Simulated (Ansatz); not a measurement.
This Ansatz (a quantum-chemistry and plane-wave program) input (r2SCAN/aug-cc-pV(T+d)Z) gives -364.70276 Eh with 101 basis functions. A basis named .json is the Basis Set Exchange file of that set (core-valence sets with the plain set on hydrogen).

Ansatz 0.2 input:
```yaml
crystal:
  periodic: [false, false, false]
  atoms:
    - {symbol: Si, position_ang: [-0.00000000, -0.00000000, -0.55023073]}
    - {symbol: O, position_ang: [0.00000000, 0.00000000, 0.96290378]}
basis:
  gaussian:
    orbitals: aug-cc-pV_T+d_Z.json
    fitting: {mean_field: def2-universal-JFIT.json}
hamiltonian:
  xc: {name: r2SCAN}
magnetization: {spin_polarized: false}
```

Change:
```diff
- fitting: {mean_field: def2-universal-JFIT.json}
+ fitting: {mean_field: cc-pVQZ-JKFIT.json}
```

**Question.** What does the run give now?

**Answer.** -364.70270 Eh (r2SCAN/aug-cc-pV(T+d)Z, 101 functions), a change of +0.06 mEh.
